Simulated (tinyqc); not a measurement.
Hueckel theory of the pi electrons, for the molecule C=CN=C (SMILES; centres numbered as the heavy atoms are written), step by step. Computed by tinyqc, a small Python program that keeps every step. Settings: charge = 0. Command: `OMP_NUM_THREADS=1 python tinyqc.py 30906 30907 out.jsonl` (the two numbers bound the seeds that draw the settings). One thread of a shared host (Intel(R) Xeon(R) Processor @ 2.60GHz), about 0.01 s of CPU time with the checks.

## The Hueckel matrix

Centres:
```
centre  z_r, pi electrons of the neutral centre         h
1C                                            1  0.000000
2C                                            1  0.000000
3N                                            1  0.500000
4C                                            1  0.000000
```

Bonds:
```
i  j         k
1  2         1
2  3         1
3  4  1.000000
```

H_rr = alpha + h_r beta, H_rs = k_rs beta for bonded centres.

Hueckel matrix in units of beta (H = alpha + beta A), order 1C, 2C, 3N, 4C:
$$\begin{pmatrix}
0.000000 & 1.000000 & 0.000000 & 0.000000 \\
1.000000 & 0.000000 & 1.000000 & 0.000000 \\
0.000000 & 1.000000 & 0.500000 & 1.000000 \\
0.000000 & 0.000000 & 1.000000 & 0.000000
\end{pmatrix}$$

## Orbitals

pi electrons, sum of z_r less the charge = 4

Diagonalise; E = alpha + x beta with beta < 0, so the largest x are filled first; degenerate levels share their electrons. P = sum n_i c_ri c_si; each orbital has its largest coefficient positive (the first on a tie).

x values: [1.827863, 0.683112, -0.547087, -1.463889]

occupations: [2.000000, 2.000000, 0.000000, 0.000000]

coefficients, order 1C, 2C, 3N, 4C:
$$\begin{pmatrix}
0.295370 & 0.650845 & 0.539897 & -0.444600 \\
0.539897 & 0.444600 & -0.295370 & 0.650845 \\
0.691487 & -0.347133 & -0.378303 & -0.508164 \\
0.378303 & -0.508164 & 0.691487 & 0.347133
\end{pmatrix}$$

charge and bond-order matrix P, order 1C, 2C, 3N, 4C:
$$\begin{pmatrix}
1.021685 & 0.897670 & -0.043370 & -0.437993 \\
0.897670 & 0.978315 & 0.437993 & -0.043370 \\
-0.043370 & 0.437993 & 1.197311 & 0.875985 \\
-0.437993 & -0.043370 & 0.875985 & 0.802689
\end{pmatrix}$$

## Energy, charges, bond orders

E = sum n x; q_r = z_r - P_rr; bond order p = P_rs; free valence = sqrt(3) - sum of p over the bonds of the atom.

pi energy = 4 alpha + this times beta = 5.021951

pi charges: 1C -0.021685, 2C 0.021685, 3N -0.197311, 4C 0.197311

Bond orders and lengths from R = 1.517 - 0.180 p (angstrom, C-C alone):
```
bond         p         R
1-2   0.897670  1.355419
2-3   0.437993         -
3-4   0.875985         -
```

free valence of the carbons: 1C 0.834381, 2C 0.396388, 4C 0.856066

gap between the highest filled and the next level = 1.230199 |beta|
